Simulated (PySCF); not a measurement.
A rate constant, worked out

An elementary step of AlH5S, closed shell (AlH₃ + H₂S → AlH₃S ([AlH2][SH]) + H₂; Al–H, H–S broken or loosened, Al–S, H–H formed or tightened). The start structure is the complex of the reactants, bound by 0.59 eV, and the electronic barrier above it is 0.609 eV by CCSD(T) at an estimated basis limit (MP2 extrapolated from triple and quadruple zeta, plus CCSD(T) − MP2 in triple zeta). Computed with PySCF 2.14 with density fitting (its default auxiliary sets; JK sets also for MP2 and CCSD(T)) (basis: def2-TZVPP and def2-QZVPP); correlated methods freeze the cores. Extrapolation: Hartree–Fock as exp(−7.88 √X), correlation as X^−2.97. Harmonic wavenumbers (analytic Hessian with the translational sum rule) at PBE0-D4/def2-TZVP (PySCF 2.14 with density fitting (its default auxiliary sets; JK sets also for MP2 and CCSD(T))), in cm⁻¹:

Start: 129, 234, 285, 322, 528, 589, 721, 762, 769, 1199, 1876, 1883, 1887, 2708, 2721.

Saddle: 952i, 288, 343, 438, 594, 687, 722, 751, 1037, 1236, 1387, 1705, 1938, 1956, 2711.

(1) Work out the transition-state-theory rate constant at 900 K from these numbers alone (harmonic vibrations; rotation, path degeneracy and anharmonicity left out), and the Wigner tunnelling factor. Use 1 cm⁻¹ = 1.2398 × 10⁻⁴ eV and k_B = 8.617 × 10⁻⁵ eV/K.

No T1 diagnostic of these runs exceeds 0.012.

## Answers

(1) Zero-point energies, half the sums: start 16613/2 cm⁻¹ = 1.0299 eV; saddle, real modes only, 15793/2 cm⁻¹ = 0.9790 eV.
Barrier with zero-point energy: 0.609 + 0.9790 − 1.0299 = 0.5581 eV.
k_BT = 0.07756 eV, so the barrier is 7.20 k_BT.
Vibrational partition functions from the zero-point level, ln q = −Σ ln(1 − exp(−hν/k_BT)): start 7.230, saddle 4.825.
k = (k_BT/h) exp(ln q‡ − ln q) exp(−E0/k_BT), with log₁₀(k_BT/h in s⁻¹) = 13.27: log₁₀ k = 13.27 + (-2.405 − 7.20)/2.3026 = 9.10, so k ≈ 1 × 10^(9) s⁻¹.
Wigner factor: 1 + (hν‡/k_BT)²/24 = 1 + (1.52)²/24 = 1.10. A change of 1 kcal/mol (0.043 eV) in the barrier would change k by a factor of 1.7 at this temperature.

Exchanges of this kind with a chalcogen hydride build sulfide and selenide films.

Labels in which every atom is bracketed show which atoms are joined, not bond orders.

For scale, one of the runs: CCSD(T)/def2-TZVPP, 154 basis functions, launched by `OMP_NUM_THREADS=4 python run.py`. The run took 45 s on 4 CPU threads of an Intel Xeon Platinum 8488C (shared host), with 0.79 GiB of host memory at its peak.
